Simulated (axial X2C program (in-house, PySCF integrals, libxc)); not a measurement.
**O₂: computed against measured constants**

All values were computed with an in-house all-electron X2C program for linear molecules (integrals from PySCF). Spin-free means the one-electron spin-free X2C Hamiltonian; two-component (2c) means X2C with spin–orbit coupling and atomic mean-field two-electron Coulomb and Gaunt terms, so the difference of the two also holds small scalar two-electron terms. Basis: O dyall-av4z [8s7p4d3f2g] (cores contracted in-house); Gaussian nuclei, density fitting, unrestricted open shells. Masses: O 15.995 u.

| Hamiltonian | level | Re (Å) | ωe (cm⁻¹) | ωexe (cm⁻¹) | De (eV) |
| --- | --- | --- | --- | --- | --- |
| spin-free | PBE0 | 1.192 | 1712.5 | 9.89 | 5.40 |
| spin-free | HF | 1.158 | 1965.7 | 9.26 | 1.56 |
| spin-free | MP2 | 1.219 | 1476.3 | 15.6 | 5.62 |
| spin-free | CCSD | 1.197 | 1675.3 | 10.4 | 4.76 |
| spin-free | CCSD(T) | 1.209 | 1592.6 | 11 | 5.11 |
| spin-free | PBE50 | 1.172 | 1849.7 | 9.72 | 4.65 |
| spin-free | PW91 | 1.218 | 1551.7 | 9.93 | 6.22 |
| spin-free | B3LYP | 1.204 | 1635.2 | 9.82 | 5.37 |
| 2c | PBE0 | 1.192 | 1712.8 | 9.89 | 5.41 |
| 2c | HF | 1.158 | 1965.8 | 9.22 | 1.57 |
| 2c | CCSD | 1.197 | 1675.7 | 10.4 | 4.77 |
| 2c | CCSD(T) | 1.208 | 1593.1 | 11 | 5.10 |
| 2c | PBE50 | 1.171 | 1849.9 | 9.72 | 4.65 |
| 2c | PW91 | 1.218 | 1552.0 | 9.93 | 6.22 |
| 2c | B3LYP | 1.203 | 1635.4 | 9.82 | 5.37 |

De refers to O + O.

Correlated methods: 12 electrons correlated (number of frozen shells: O 1 s), 332 virtual spin orbitals or spinors in MP2, 162 natural virtuals in coupled cluster.

Measured (Huber and Herzberg, Constants of Diatomic Molecules, 1979; state 3Σg-): Re (Å) 1.20752, ωe (cm⁻¹) 1580.19, ωexe (cm⁻¹) 11.981.

(1) Work out the error of each level, computed minus measured.

The state is one determinant whose occupation by symmetry is held fixed; it was picked as the lowest of a PBE0 search that is not exhaustive. Dissociation energies refer to the lowest single-determinant-based atoms at the same level and basis. Density functionals use the spin component along the axis (collinear). Coupled cluster ran in a truncated set of natural virtual spinors; the MP2 energy of the rest was added. (T) has no such correction and the atoms are truncated less, which lowers De at CCSD(T) by a hundredth of an eV or more. A 2c atom that is not at its ground J level misses part of its spin–orbit lowering, and De is too large by that part (0.04 eV or less for light atoms). This holds for PBE0, CCSD, PBE50, PW91, B3LYP. Without a current term, density functionals place determinants with orbital angular momentum somewhat too high. With several unpaired electrons one determinant need not be a pure state. Open-shell Ω = 0 determinants with evenly filled partner blocks cannot be reached by this program, so the Ω shown need not be the lowest component. This is the Ω = 1 component of a π² triplet; the 0⁺ component is not one determinant and can lie lowest.

## Answers

(1) 

```tsv
Hamiltonian	level	Re (Å)	ωe (cm⁻¹)	ωexe (cm⁻¹)
spin-free	PBE0	-0.016	132.3	-2.09
spin-free	HF	-0.050	385.5	-2.72
spin-free	MP2	0.011	-103.9	3.62
spin-free	CCSD	-0.011	95.1	-1.58
spin-free	CCSD(T)	0.001	12.4	-0.98
spin-free	PBE50	-0.036	269.5	-2.26
spin-free	PW91	0.010	-28.5	-2.05
spin-free	B3LYP	-0.004	55.0	-2.16
2c	PBE0	-0.016	132.6	-2.09
2c	HF	-0.050	385.6	-2.76
2c	CCSD	-0.011	95.5	-1.58
2c	CCSD(T)	0.000	12.9	-0.98
2c	PBE50	-0.037	269.7	-2.26
2c	PW91	0.010	-28.2	-2.05
2c	B3LYP	-0.005	55.2	-2.16
```
